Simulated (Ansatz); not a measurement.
The input, for Ansatz 0.2.0:

```yaml
crystal:
  periodic: [false, false, false]
  atoms:
    - {symbol: Al, position_ang: [0.000000, 0.000000, 0.380261]}
    - {symbol: N, position_ang: [0.000000, 0.000000, -0.627004]}
    - {symbol: H, position_ang: [0.000000, -0.916139, 0.207249]}
    - {symbol: H, position_ang: [0.000000, 0.916139, 0.207249]}
    - {symbol: H, position_ang: [-0.437296, 0.000000, -0.940315]}
    - {symbol: H, position_ang: [0.437296, 0.000000, -0.940315]}
basis:
  gaussian: {orbitals: STO-3G}
magnetization: {spin_polarized: true, initial_magnetization: 0}
hamiltonian: {xc: hf}
output: {orbitals: {seedname: orbitals}}
```

```sh
$ ansatz run in.yaml --threads 1 --pin off --events-out ev --progress --plain --max-ram 2393MiB
```

**Question.** One thing in this input was set wrong on purpose, beside settings that are merely unusual. What is the gravest fault, and what does the program do?

**Answer.** Coordinates in the wrong unit (values in bohr typed as Å, so distances are 1.89 times too long). How the run ends: converged.
```
224 factors; integrals over basis functions are off by at most 4.2e-5 eV
mean field evaluation 1: about -7928.7819 eV, gradient 1.1e1 eV
mean field evaluation 2: about -7928.8779 eV, gradient 1.1e1 eV
mean field evaluation 4: about -7929.4058 eV, gradient 2.9e-1 eV
mean field evaluation 8: about -7929.4068 eV, gradient 3.6e-6 eV
mean field -7929.40678488 eV, -291.4003245992 hartree, gradient 3.6e-6 eV, S^2 0.000000; 0 other end points of the search recorded, 0 dependent functions left out
reference -7929.40678488 eV, -291.4003245992 hartree; 12, 12 occupied and 6, 6 virtual orbitals, 224 factors
Total energy: -7929.40678488 eV, -291.4003245992 hartree
```
